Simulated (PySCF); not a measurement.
Computed with PBE-D3(BJ)/def2-TZVP // B3LYP-D3(BJ)/def2-TZVP (PySCF). Isolated molecules, 0 K electronic values unless said otherwise. Delta-SCF ions had no search for a lower state. Excitations are Tamm–Dancoff values on a coarser integration grid. The basis has no diffuse functions, so Rydberg states are missing or too high.

Reference species (SMILES): `[F][Al]([F])[F]` (neutral, multiplicity 1).

```json
{
 "T1 excitation (TDA)": "7.08 eV",
 "vertical ionisation energy (Delta-SCF)": "13.52 eV",
 "LUMO": "-2.42 eV",
 "S1 oscillator strength": "0.000"
}
```

After one change: the T1 excitation (TDA) drops by 3.32 eV; the vertical ionisation energy (Delta-SCF) falls by 4.58 eV; the LUMO falls by 0.32 eV; the S1 oscillator strength stays essentially unchanged.

Question: What was changed between the two runs? The new species is one of these.
A. `[F][Al]([I])[I]`
B. `[I][Al]([I])[I]`
C. `[F][Al]([F])[I]`

Answer: B, `[I][Al]([I])[I]`
